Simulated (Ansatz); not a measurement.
# InSb2S4Br (C2/m, No. 12)

Level of theory: PBE0 (PAW; Ansatz, a program for electronic structure).

Settings: plane-wave cutoff 460 eV, 6×6×2 k mesh (along the axes of the cell as run), Fermi–Dirac smearing 0.01 eV, scalar-relativistic PAW data made under PBE.

Cell (measured lattice):

```yaml
crystal:
  lattice:
    - [10.08850, -1.93350, 0.00000]
    - [10.08850, 1.93350, 0.00000]
    - [-5.67600, 0.00000, 10.18521]
  atoms:
    - { symbol: In, position: [0.33670, 0.33670, 0.56620] }
    - { symbol: In, position: [0.66330, 0.66330, 0.43380] }
    - { symbol: Sb, position: [0.04660, 0.04660, 0.78310] }
    - { symbol: Sb, position: [0.95340, 0.95340, 0.21690] }
    - { symbol: Sb, position: [0.70490, 0.70490, 0.09700] }
    - { symbol: Sb, position: [0.29510, 0.29510, 0.90300] }
    - { symbol: S, position: [0.21230, 0.21230, 0.34820] }
    - { symbol: S, position: [0.78770, 0.78770, 0.65180] }
    - { symbol: S, position: [0.31950, 0.31950, 0.13150] }
    - { symbol: S, position: [0.68050, 0.68050, 0.86850] }
    - { symbol: S, position: [0.10130, 0.10130, 0.02470] }
    - { symbol: S, position: [0.89870, 0.89870, 0.97530] }
    - { symbol: S, position: [0.46340, 0.46340, 0.78780] }
    - { symbol: S, position: [0.53660, 0.53660, 0.21220] }
    - { symbol: Br, position: [0.89600, 0.89600, 0.46530] }
    - { symbol: Br, position: [0.10400, 0.10400, 0.53470] }
```

| Quantity | Value |
|---|---|
| band gap | 2.79 eV |
| smallest direct gap on the k points sampled | 2.82 eV |
| Γ–Γ gap | 3.23 eV |

Note: cell and atoms aren't relaxed at this level (largest force component 0.22 eV/Å, pressure 0.3 GPa).

Spin–orbit coupling is not included.

Computed values are for the static lattice.
